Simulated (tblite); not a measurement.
Record of a relaxation.

Compound: C3H2F3 (doublet state).
SMILES with atom numbers: `[CH2:1][C:2]([F:3])=[C:4]([F:5])[F:6]` (hydrogens: H7, H8 on C1)
Bond orders are those of one Lewis drawing.

Computed with GFN2-xTB (tblite), gas phase: L-BFGS steps from a force-field or distance-geometry start until the largest atomic force falls under 0.01 eV/Å. 14 of its 35 geometries are shown.

Step 0: E = -585.3126 eV, largest atomic force 2.574 eV/Å
```
atom  x, y, z in Å  |  force x, y, z in eV/Å
C1     -1.201    0.183   -0.335    0.286  -2.065   1.509
C2      0.094   -0.464   -0.126   -1.736   0.946  -0.073
F3      0.304   -1.817   -0.220   -0.270   1.336  -0.383
C4      1.123    0.358    0.194    0.634  -0.895   0.229
F5      2.340   -0.220    0.417   -0.802   1.636  -0.019
F6      0.919    1.689    0.305    1.035  -1.358   0.044
H7     -1.609    0.705    0.556    0.640   0.265  -1.162
H8     -1.961   -0.424   -0.815    0.212   0.134  -0.145
```

Step 3: E = -585.8764 eV, largest atomic force 0.986 eV/Å
```
atom  x, y, z in Å  |  force x, y, z in eV/Å
C1     -1.228    0.068   -0.248   -0.388  -0.226   0.244
C2      0.040   -0.435   -0.116    0.154  -0.300   0.238
F3      0.285   -1.744   -0.260    0.026  -0.590  -0.647
C4      1.119    0.315    0.206   -0.228   0.121   0.197
F5      2.328   -0.130    0.422    0.652   0.006   0.114
F6      0.994    1.621    0.312    0.342   0.574   0.158
H7     -1.572    0.746    0.487   -0.100   0.978  -0.069
H8     -1.956   -0.430   -0.828   -0.459  -0.564  -0.236
```

Step 5: E = -586.0477 eV, largest atomic force 0.525 eV/Å
```
atom  x, y, z in Å  |  force x, y, z in eV/Å
C1     -1.287   -0.006   -0.176    0.434   0.121   0.050
C2      0.021   -0.454   -0.093   -0.182   0.207   0.151
F3      0.277   -1.749   -0.336    0.127  -0.330  -0.388
C4      1.115    0.310    0.234    0.124  -0.030   0.187
F5      2.365   -0.081    0.433   -0.137  -0.330  -0.093
F6      1.060    1.625    0.329   -0.262   0.373   0.109
H7     -1.557    0.841    0.432   -0.088   0.129  -0.488
H8     -1.985   -0.477   -0.847   -0.015  -0.140   0.473
```

Step 8: E = -586.1360 eV, largest atomic force 0.831 eV/Å
```
atom  x, y, z in Å  |  force x, y, z in eV/Å
C1     -1.270   -0.010   -0.156   -0.150   0.063  -0.184
C2      0.018   -0.462   -0.069    0.372  -0.177  -0.197
F3      0.287   -1.766   -0.411   -0.042   0.820   0.125
C4      1.120    0.319    0.269   -0.300   0.013  -0.016
F5      2.361   -0.109    0.424   -0.095   0.009  -0.026
F6      1.050    1.656    0.351   -0.048  -0.610   0.115
H7     -1.563    0.896    0.348    0.129   0.001  -0.293
H8     -1.995   -0.515   -0.780    0.133  -0.119   0.475
```

Step 10: E = -586.2029 eV, largest atomic force 0.447 eV/Å
```
atom  x, y, z in Å  |  force x, y, z in eV/Å
C1     -1.251   -0.007   -0.148   -0.401   0.105  -0.168
C2      0.028   -0.464   -0.064   -0.040   0.090  -0.358
F3      0.297   -1.730   -0.468    0.043   0.285   0.233
C4      1.111    0.318    0.300   -0.015  -0.085  -0.079
F5      2.345   -0.134    0.413    0.173   0.128   0.044
F6      1.032    1.646    0.381    0.067  -0.317   0.202
H7     -1.557    0.942    0.246    0.233   0.074  -0.023
H8     -1.995   -0.561   -0.684   -0.059  -0.281   0.149
```

Step 13: E = -586.2506 eV, largest atomic force 0.419 eV/Å
```
atom  x, y, z in Å  |  force x, y, z in eV/Å
C1     -1.270   -0.001   -0.150    0.121  -0.036  -0.178
C2      0.019   -0.443   -0.095   -0.133   0.195  -0.143
F3      0.309   -1.686   -0.501   -0.028  -0.411   0.079
C4      1.106    0.301    0.318    0.166   0.015  -0.145
F5      2.350   -0.136    0.409    0.017   0.000  -0.001
F6      1.031    1.615    0.434    0.052   0.288   0.286
H7     -1.526    0.993    0.151   -0.003   0.034   0.058
H8     -2.010   -0.634   -0.589   -0.192  -0.085   0.045
```

Step 16: E = -586.2788 eV, largest atomic force 0.283 eV/Å
```
atom  x, y, z in Å  |  force x, y, z in eV/Å
C1     -1.271    0.010   -0.193    0.022  -0.075   0.011
C2      0.020   -0.426   -0.134    0.194  -0.198   0.059
F3      0.307   -1.704   -0.475   -0.104   0.112   0.045
C4      1.116    0.308    0.293   -0.108   0.152  -0.169
F5      2.354   -0.140    0.408   -0.100   0.067  -0.024
F6      1.031    1.622    0.484    0.104  -0.108   0.145
H7     -1.517    0.999    0.148   -0.036  -0.098  -0.131
H8     -2.032   -0.659   -0.555    0.030   0.148   0.064
```

Step 18: E = -586.2887 eV, largest atomic force 0.202 eV/Å
```
atom  x, y, z in Å  |  force x, y, z in eV/Å
C1     -1.264    0.007   -0.207   -0.108   0.089   0.112
C2      0.028   -0.427   -0.144   -0.085  -0.025   0.090
F3      0.301   -1.706   -0.469    0.041  -0.013  -0.008
C4      1.115    0.319    0.275    0.027   0.012  -0.101
F5      2.347   -0.139    0.404    0.029   0.039  -0.020
F6      1.037    1.621    0.519    0.011  -0.050   0.079
H7     -1.515    1.000    0.126    0.022  -0.133  -0.151
H8     -2.040   -0.663   -0.528    0.063   0.082  -0.001
```

Step 21: E = -586.2948 eV, largest atomic force 0.087 eV/Å
```
atom  x, y, z in Å  |  force x, y, z in eV/Å
C1     -1.267    0.004   -0.201   -0.009  -0.014   0.014
C2      0.024   -0.428   -0.141    0.002   0.025   0.037
F3      0.302   -1.704   -0.479    0.034  -0.008   0.049
C4      1.116    0.324    0.259    0.052  -0.028  -0.025
F5      2.346   -0.135    0.398    0.049  -0.026  -0.054
F6      1.043    1.613    0.559   -0.079  -0.019   0.030
H7     -1.510    1.008    0.076   -0.038   0.061  -0.005
H8     -2.045   -0.672   -0.495   -0.011   0.010  -0.047
```

Step 24: E = -586.2972 eV, largest atomic force 0.065 eV/Å
```
atom  x, y, z in Å  |  force x, y, z in eV/Å
C1     -1.269    0.004   -0.195    0.034  -0.027  -0.026
C2      0.023   -0.428   -0.133    0.053  -0.032  -0.013
F3      0.306   -1.705   -0.469   -0.031   0.024   0.045
C4      1.123    0.323    0.247   -0.046   0.012   0.044
F5      2.354   -0.136    0.388   -0.017   0.019  -0.060
F6      1.034    1.607    0.572    0.001  -0.036   0.013
H7     -1.516    1.012    0.069   -0.007   0.044   0.011
H8     -2.046   -0.668   -0.502    0.013  -0.004  -0.013
```

Step 26: E = -586.2978 eV, largest atomic force 0.059 eV/Å
```
atom  x, y, z in Å  |  force x, y, z in eV/Å
C1     -1.267    0.005   -0.198   -0.012   0.027  -0.006
C2      0.025   -0.429   -0.133   -0.028  -0.002   0.003
F3      0.306   -1.706   -0.461   -0.012  -0.037   0.006
C4      1.123    0.324    0.245   -0.023  -0.012   0.050
F5      2.355   -0.135    0.381   -0.004   0.029  -0.051
F6      1.031    1.604    0.577    0.017   0.015   0.018
H7     -1.518    1.013    0.070    0.026  -0.022  -0.017
H8     -2.046   -0.666   -0.505    0.037   0.002  -0.004
```

Step 29: E = -586.2997 eV, largest atomic force 0.080 eV/Å
```
atom  x, y, z in Å  |  force x, y, z in eV/Å
C1     -1.265    0.008   -0.201   -0.017   0.037   0.006
C2      0.025   -0.431   -0.130   -0.062   0.032   0.039
F3      0.302   -1.712   -0.443   -0.005  -0.036  -0.027
C4      1.119    0.322    0.253    0.047  -0.031   0.025
F5      2.358   -0.126    0.348    0.026   0.009  -0.015
F6      1.026    1.596    0.603    0.001   0.060   0.008
H7     -1.515    1.021    0.053    0.038  -0.062  -0.024
H8     -2.040   -0.667   -0.506   -0.028  -0.010  -0.014
```

Step 31: E = -586.3003 eV, largest atomic force 0.039 eV/Å
```
atom  x, y, z in Å  |  force x, y, z in eV/Å
C1     -1.266    0.008   -0.199    0.006  -0.016  -0.015
C2      0.022   -0.432   -0.125    0.015   0.002   0.019
F3      0.300   -1.714   -0.441   -0.017   0.023  -0.001
C4      1.118    0.319    0.260    0.011   0.008   0.009
F5      2.361   -0.122    0.337    0.017  -0.004  -0.004
F6      1.026    1.596    0.608   -0.003   0.003  -0.002
H7     -1.513    1.022    0.047    0.010  -0.015  -0.001
H8     -2.038   -0.667   -0.511   -0.039  -0.001  -0.005
```

Step 34: E = -586.3005 eV, largest atomic force 0.009 eV/Å
```
atom  x, y, z in Å  |  force x, y, z in eV/Å
C1     -1.267    0.006   -0.200   -0.001  -0.005  -0.006
C2      0.023   -0.432   -0.122    0.004  -0.003  -0.001
F3      0.298   -1.714   -0.441    0.006   0.003   0.002
C4      1.119    0.319    0.262   -0.004   0.001   0.002
F5      2.362   -0.121    0.335   -0.002   0.001  -0.001
F6      1.026    1.597    0.607    0.001  -0.005  -0.001
H7     -1.512    1.020    0.048   -0.001   0.002   0.001
H8     -2.041   -0.666   -0.513   -0.003   0.007   0.004
```

Problem. Summarise the path.

Solution. The energy falls by 0.9880 eV from step 0 to step 34; nine tenths of that is first reached at step 10. It falls at every step. The largest force goes from 2.574 to 0.009 eV/Å. Among the bonds C1–C2 changes most, from 1.463 to 1.364 Å; the atoms move by 0.311 Å rms after alignment.

What follows is the cost of the whole relaxation. On one thread of an Arm Neoverse V2, no GPU, shared host with 96 logical CPUs at a one-minute load of 77, this took under 0.1 s.
